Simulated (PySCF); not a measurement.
# Computed NMR parameters against published values

Structure with atom numbers: `[CH2:1]1[CH2:2][CH2:3][CH2:4]1`. Hydrogens are named by the atom that carries them.

The experiment to reproduce: δ $^{1}$H H(C1)/H(C2)/H(C3)/H(C4) 1.96 ppm (measured; solution, not stated in the table (CDCl3 in this author's series); The use of chemical shift calculations in the conformational analysis of substituted benzenes, New J. Chem. 2019 (ESI)). Coupling constants: $^{1}J$(C1,H(C1)) 133.6 Hz, $^{1}J$(C1,C2) 28.3 Hz.

No solvent, equivalent nuclei averaged, non-relativistic, one conformer. J couplings at B3LYP/pcJ-1 (without the spin–dipole term); geometry from PBE0-D3(BJ)/def2-SVP; shieldings: GIAO PBE0/pcSseg-1; PySCF 2.14.0 with density-fitted response routines.

Question: How close does the calculation come?

Answer: 
Reference values: measured (solution, not stated in the table (CDCl3 in this author's series); The use of chemical shift calculations in the conformational analysis of substituted benzenes, New J. Chem. 2019 (ESI)).
```tsv
atoms	quantity	reference	computed	computed, scaled
H(C1)/H(C2)/H(C3)/H(C4)	δ $^{1}$H	1.96	1.91	2.03
```

Computed shifts are σ(ref) − σ with the named reference compound (TMS for H and C) calculated as an isolated molecule at the same level. The measured values may be among those fitted. Expected solution values come from regression of measured δ (H and C: mostly CDCl3, vs TMS) on computed σ: $^{1}$H (scatter 0.21 ppm rms). Occasional misses reach two or three times the rms, and more in compound classes unlike the fitted ones.

Coupling constants in Hz:
| coupling | reference | computed | source |
| --- | --- | --- | --- |
| $^{1}J$(C1,H(C1)) | 133.6 | 140.0 | measured; liquid or solution (compiled); Cremer, Kraka, Wu, Luettke, ChemPhysChem 2004, 5, 349 |
| $^{1}J$(C1,C2) | 28.3 | 29.6 | measured; liquid or solution (compiled); Cremer, Kraka, Wu, Luettke, ChemPhysChem 2004, 5, 349 |
